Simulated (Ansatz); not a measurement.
Born–Oppenheimer molecular dynamics of CH3Na (5 atoms, charge 0, multiplicity 1). It starts from a relaxed structure.

Method: UKS B3LYP/STO-3G (Ansatz 0.2.0).

| Property | Result |
| --- | --- |
| ensemble | NVT, Langevin thermostat |
| time step | 0.5 fs |
| steps asked | 250 |
| set temperature | 500 K |
| friction | 0.05 /fs |
| temperature schedule | 62 steps to 500 K, then 188 steps to 1500 K |
| seed | 104853 |

First frame:

```xyz
5
Properties=species:S:1:pos:R:3
C -0.061 -0.049 -0.135
Na 0.936 0.425 1.646
H -0.017 -1.121 -0.404
H -1.141 0.192 -0.124
H 0.333 0.478 -1.024
```

How far do the bonds stretch over the last three quarters of this one trajectory? (Pairs bonded in most of those frames.)


```tsv
bond	mean (Å)	spread (Å)	shortest	longest
C1–Na2	2.101	0.068	1.99	2.19
C1–H3	1.118	0.054	1.01	1.23
C1–H4	1.117	0.050	1.02	1.24
C1–H5	1.118	0.053	1.02	1.23
```

Mean temperature of the second half: 933 K. The schedule's set-point averaged 1168 K over the second half and the system 933 K, so it lags behind the ramp. A run of 0.12 ps of so small a system gives no equilibrium averages. Limits of this set-up: minimal basis.

Run time: 100 s on 1 CPU thread of a shared host.
